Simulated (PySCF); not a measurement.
propyne (C₃H₄), SMILES C#CC.

Geometry optimised at B3LYP-D3(BJ)/def2-TZVP.

Two levels are set side by side: TDDFT-PBE/def2-SVPD (PySCF) and ADC(2)/aug-cc-pVDZ (PySCF). Vertical, same geometry; the bases differ. Differences are taken from unrounded values.

```tsv
quantity	ADC(2)
lowest singlet excitation (eV)	7.30
```

What does TDDFT-PBE give, and how far is it from ADC(2)? (Estimate from the structure and the level; the computed values follow.)


```csv
quantity,TDDFT-PBE,TDDFT-PBE minus ADC(2)
lowest singlet excitation (eV),6.71,-0.59
```

Functionals without exact exchange tend to place singlet excitations lower, as here. Differences between two approximate levels are no errors against the true value.

Rough cost on one machine, each run with all the roots and properties that it gave: ADC(2) against TDDFT-PBE about 10 times.
